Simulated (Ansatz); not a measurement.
# NaCl (SMILES [Na][Cl]): single points off equilibrium

The task here is to estimate one member of a computed series from the others.

Method: single points in def2-TZVPP; program: Ansatz 0.2.0, Gaussian basis.

Cores are frozen in the correlated methods. The outer core shell of Li, Na, Mg and K is correlated. B3LYP uses VWN-RPA correlation.

**The system as given**

2 atoms, charge 0, spin multiplicity 1.

Atoms are counted from 1 here; the program's logs count them from 0.

Bond lengths: Na1–Cl2 2.156 Å.

Geometry (Å):

```xyz
2
charge 0, multiplicity 1
Na   -0.88990    0.29370   -0.48100
Cl    1.02060   -0.11650    0.43090
```

Set-up of the first run:

run/in.yaml

```yaml
crystal:
  periodic: [false, false, false]
  atoms:
    - {symbol: Na, position_ang: [-0.889900, 0.293700, -0.481000]}
    - {symbol: Cl, position_ang: [1.020600, -0.116500, 0.430900]}
basis:
  gaussian: {orbitals: def2-TZVPP}
correlation: {method: ccsd_t}
output: {forces: true}
```

The command line of these runs was not kept.

Among the steps run: CCSD(T)/def2-TZVPP; PBE0-D4/def2-TZVPP; wB97M-V/def2-TZVPP; r2SCAN-D4/def2-TZVPP; PBE-D4/def2-TZVPP; HSE06-D4/def2-TZVPP; B3LYP-D4/def2-TZVPP.

One table of the session follows, with a row left open; its other results are not shown here.

```
   method  RMS force component (eV/Å)  dipole (D)
  CCSD(T)                           ?           ?
  PBE0-D4                       1.191        7.94
  wB97M-V                       1.214        7.93
r2SCAN-D4                       1.246        8.01
   PBE-D4                       1.216        7.63
 HSE06-D4                       1.193        7.94
 B3LYP-D4                       1.221        7.81
```

Q: Estimate the row for CCSD(T) from the others.

As computed: RMS force component (eV/Å): 1.226; dipole (D): 8.12. In the column «RMS force component (eV/Å)» it lies between B3LYP-D4 (1.221) and r2SCAN-D4 (1.246).
